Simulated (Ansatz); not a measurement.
This session for a geometry optimisation of C2H3NO, SMILES OC1=NC1 with Ansatz's Python interface holds a mistake.

Notebook, run cell by cell (the value of a cell's last expression is shown):

In [1]:
```python
import itertools

import ansatz as az
from ase import Atoms
from ase.data import atomic_numbers, covalent_radii
import numpy as np
```

In [2]:
```python
atoms = Atoms(["O", "C", "N", "C", "H", "H", "H"], positions=[
    (-1.1997, -0.3367, -0.9744),
    (-0.1331, -0.1657, -0.3217),
    (1.0417, -0.4843, -0.4115),
    (0.3713, 0.4315, 0.8471),
    (-1.0685, -0.81, -1.8109),
    (0.6929, 1.441, 0.8527),
    (0.3567, -0.1438, 1.7729),
])
system = az.Crystal.molecule_from_ase(atoms)
```

In [3]:
```python
job = system.calculation()
job = job.basis(gaussian="def2-SVP")
job = job.functional("b3lyp")
symbols = [site.symbol for site in system.cartesian_sites]
start = np.array([site.position_ang for site in system.cartesian_sites], dtype=float)
summary = job.relax(force_tolerance=0.005, max_steps=30).run(outdir="tmp", threads=1).report
end = np.array(summary["positions_ang"])
```
```text
Traceback (most recent call last):
  File "<cell 3>", line 6, in <module>
    summary = job.relax(force_tolerance=0.005, max_steps=30).run(outdir="tmp", threads=1).report
              ~~~~~~~~~~~~~~~~~~~~~~~~~~~~~~~~~~~~~~~~~~~~~~~~~~^^^^^^^^^^^^^^^^^^^^^^^^^
TypeError: Calculation.run() got an unexpected keyword argument 'outdir'
```

What is wrong, and how is it mended?

The fault: run() has no such keyword. The cap on steps that the faulty run carried goes too. The correction:

```diff
--- before
+++ after
@@
 start = np.array([site.position_ang for site in system.cartesian_sites], dtype=float)
-summary = job.relax(force_tolerance=0.005, max_steps=30).run(outdir="tmp", threads=1).report
+summary = job.relax(force_tolerance=0.005).run(threads=1).report
 end = np.array(summary["positions_ang"])
```

Notebook, run cell by cell (the value of a cell's last expression is shown):

(earlier cells as before)

```python
job = system.calculation()
job = job.basis(gaussian="def2-SVP")
job = job.functional("b3lyp")
symbols = [site.symbol for site in system.cartesian_sites]
start = np.array([site.position_ang for site in system.cartesian_sites], dtype=float)
summary = job.relax(force_tolerance=0.005).run(threads=1).report
end = np.array(summary["positions_ang"])
```

    

```python
print("reference energy %16.6f eV" % summary["reference_energy_ev"])
print("total energy     %16.6f eV" % summary["free_energy_ev"])
print("occupied orbitals outside the frozen core (up, down):", summary["n_occupied"], " frozen:", summary["n_frozen"], " virtual:", summary["n_virtual"])

# pairs closer than 1.2 times the sum of covalent radii, before or after
radius = [covalent_radii[atomic_numbers[s]] for s in symbols]
span = lambda where, i, j: np.linalg.norm(where[i] - where[j])
bonded = [(i, j) for i, j in itertools.combinations(range(len(symbols)), 2) if min(span(start, i, j), span(end, i, j)) < 1.2 * (radius[i] + radius[j])]
print("pair        before    after (A)")
for i, j in bonded:
    print(f"{symbols[i]}{i}-{symbols[j]}{j}".ljust(10), f"{span(start, i, j):8.4f} {span(end, i, j):8.4f}")
for first, second in list(itertools.combinations(bonded, 2)):
    shared = set(first) & set(second)
    if shared and symbols[(j := shared.pop())] != "H":
        i, k = sorted((set(first) | set(second)) - {j})
        u, v = end[i] - end[j], end[k] - end[j]
        angle = np.degrees(np.arccos(np.clip(u @ v / np.linalg.norm(u) / np.linalg.norm(v), -1, 1)))
        print(f"final angle {symbols[i]}{i}-{symbols[j]}{j}-{symbols[k]}{k}: {angle:.2f} deg")
with open("c2h3no_opt.xyz", "w") as handle:
    handle.write(f"{len(symbols)}\nrelaxed C2H3NO\n")
    handle.writelines(f"{s:2s} {x:11.6f} {y:11.6f} {z:11.6f}\n" for s, (x, y, z) in zip(symbols, end))
```

    reference energy     -5653.357305 eV
    total energy         -5653.357305 eV
    occupied orbitals outside the frozen core (up, down): [15, 15]  frozen: 0  virtual: [56, 56]
    pair        before    after (A)
    O0-C1        1.2621   1.3207
    O0-H4        0.9700   0.9736
    C1-N2        1.2205   1.2520
    C1-C3        1.4061   1.4316
    N2-C3        1.6948   1.5712
    C3-H5        1.0595   1.0985
    C3-H6        1.0901   1.0985
    final angle C1-O0-H4: 108.54 deg
    final angle O0-C1-N2: 142.04 deg
    final angle O0-C1-C3: 146.64 deg
    final angle N2-C1-C3: 71.32 deg
    final angle C1-N2-C3: 59.67 deg
    final angle C1-C3-N2: 49.01 deg
    final angle C1-C3-H5: 121.02 deg
    final angle C1-C3-H6: 121.02 deg
    final angle N2-C3-H5: 116.65 deg
    final angle N2-C3-H6: 116.65 deg
    final angle H5-C3-H6: 115.22 deg

`c2h3no_opt.xyz`, as written:
```text
7
relaxed C2H3NO
O    -1.278330   -0.331940   -1.032704
C    -0.166043   -0.166881   -0.340003
N     1.055896   -0.439006   -0.355133
C     0.441707    0.386899    0.831969
H    -1.070800   -0.844689   -1.833850
H     0.709112    1.451224    0.881898
H     0.369759   -0.123607    1.802022
```

Notes:
- Total energies depend on the basis set; only differences at equal settings carry meaning.
- The end point is the stationary point reached from this start; no frequency run checks that it is a minimum, and the basis set is modest.
- b3lyp holds the VWN-RPA fit, as in Gaussian; the form of ORCA and Turbomole is b3lyp5.
- Finished in 16 s on 1 thread of Arm Neoverse V2 (shared host), peak memory 0.21 GiB.

(Lines on the test bed's own set-up are left out of the output.)
